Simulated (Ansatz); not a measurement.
Total energies of oxygen (triplet).

```xyz
2

O     0.368    0.469    0.023
O    -0.368   -0.469   -0.023
```

Total charge 0; spin multiplicity 3. All single points use the PBE0-D4/def2-TZVP geometry. Basis def2-TZVPP, Ansatz 0.2.0.

RPA on PBE orbitals: Hartree–Fock energy of these orbitals -149.66102 Eh, correlation -0.65872 Eh (frozen core).

| functional | energy without D4 (Eh) | D4 term (kJ/mol) |
| --- | --- | --- |
| LDA (SPW92) | -149.32465 | – |
| PBE | -150.24796 | -0.7 |
| revPBE | -150.35656 | -3.2 |
| BLYP | -150.38544 | -1.8 |
| r2SCAN | -150.32386 | -0.2 |
| B97M-V | -150.33907 | – |
| PBE0 | -150.23560 | -0.6 |
| B3LYP | -150.38956 | -1.2 |
| r2SCANh | -150.31210 | -0.2 |
| r2SCAN0 | -150.29500 | -0.2 |
| HSE06 (plane-wave form) | -150.22947 | -0.5 |
| BHLYP | -150.31416 | -0.8 |
| CAM-B3LYP | -150.34498 | -0.6 |
| LC-ωPBE | -150.30281 | – |
| ωB97X-V | -150.33856 | – |
| ωB97M-V | -150.35061 | – |
| B2PLYP | -150.29821 | – |
| PBE-QIDH | -150.20645 | – |

B3LYP takes the VWN-RPA correlation (the form of Gaussian; ORCA's B3LYP/G). HSE06 is the plane-wave form, built on full-range PBE exchange. The double hybrids freeze the cores in their second-order part.

LC-ωPBE has ω = 0.4 bohr⁻¹.
